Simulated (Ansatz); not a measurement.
`BSC`. The species carries charge 0 and has multiplicity 1. The structure was optimised at the PBE0-D4/def2-TZVP level.

```xyz
8

B     0.022    1.551   -0.331
S     0.903    0.335    0.567
C     0.021   -1.219    0.287
H    -0.953    1.269   -0.960
H     0.456    2.660   -0.270
H    -0.315   -1.614    1.245
H     0.700   -1.935   -0.175
H    -0.835   -1.048   -0.363
```

**Question.** What is the dipole moment at PBE/def2-TZVPP? (An estimate is asked.)

**Answer.** The calculation gave: 1.80 D, with components (-0.54, -1.72, 0.00) D in this frame, pointing from negative to positive charge.

**Question.** And with r2SCAN, B3LYP, ωB97M-V? (An estimate is asked.)

**Answer.** The calculation gave: r2SCAN 1.80 D, B3LYP 1.73 D, ωB97M-V 1.70 D.

**Question.** Give the Mulliken charges with PBE, r2SCAN, ωB97M-V in def2-TZVPP. (Estimate.)

**Answer.** The calculation gave: 
| atom | PBE | r2SCAN | ωB97M-V |
| --- | --- | --- | --- |
| B1 | -0.10 | -0.07 | -0.21 |
| S2 | -0.05 | -0.05 | -0.02 |
| C3 | -0.25 | -0.14 | -0.32 |
| H4 | 0.01 | 0.00 | 0.07 |
| H5 | 0.02 | 0.01 | 0.08 |
| H6 | 0.12 | 0.09 | 0.14 |
| H7 | 0.12 | 0.09 | 0.14 |
| H8 | 0.12 | 0.09 | 0.13 |

B3LYP here is the variant with VWN-RPA as its local correlation; programs differ in this.

Computed with Ansatz.
